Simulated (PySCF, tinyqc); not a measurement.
MP2 on RHF in the sto-6g basis, frozen core, for LiH, spin multiplicity 1, step by step. The lowest restricted solution is unstable here: a spin-polarised one lies 0.0177 hartree lower (PySCF). One step of it, computed by the program tinyqc.

Problem. Orthogonalisation. S = U s U^T; symmetric (Loewdin) form X = U s^(-1/2) U^T, so that X^T S X = 1.

overlap S:
```
           1Li 1s    1Li 2s   1Li 2px   1Li 2py   1Li 2pz     2H 1s
1Li 1s   1.000000  0.235742  0.000000  0.000000  0.000000  0.011947
1Li 2s   0.235742  1.000000  0.000000  0.000000  0.000000  0.220128
1Li 2px  0.000000  0.000000  1.000000  0.000000  0.000000  0.000000
1Li 2py  0.000000  0.000000  0.000000  1.000000  0.000000  0.000000
1Li 2pz  0.000000  0.000000  0.000000  0.000000  1.000000  0.322618
2H 1s    0.011947  0.220128  0.000000  0.000000  0.322618  1.000000
```

Give: eigenvalues of S; X.

Solution.

eigenvalues of S: 0.586  0.814  1.000  1.000  1.177  1.423

X:
```
         1Li 1s  1Li 2s  1Li 2px  1Li 2py  1Li 2pz   2H 1s
1Li 1s    1.022  -0.125    0.000    0.000   -0.005   0.016
1Li 2s   -0.125   1.044    0.000    0.000    0.031  -0.125
1Li 2px   0.000   0.000    1.000    0.000    0.000   0.000
1Li 2py   0.000   0.000    0.000    1.000    0.000   0.000
1Li 2pz  -0.005   0.031    0.000    0.000    1.044  -0.179
2H 1s     0.016  -0.125    0.000    0.000   -0.179   1.065
```
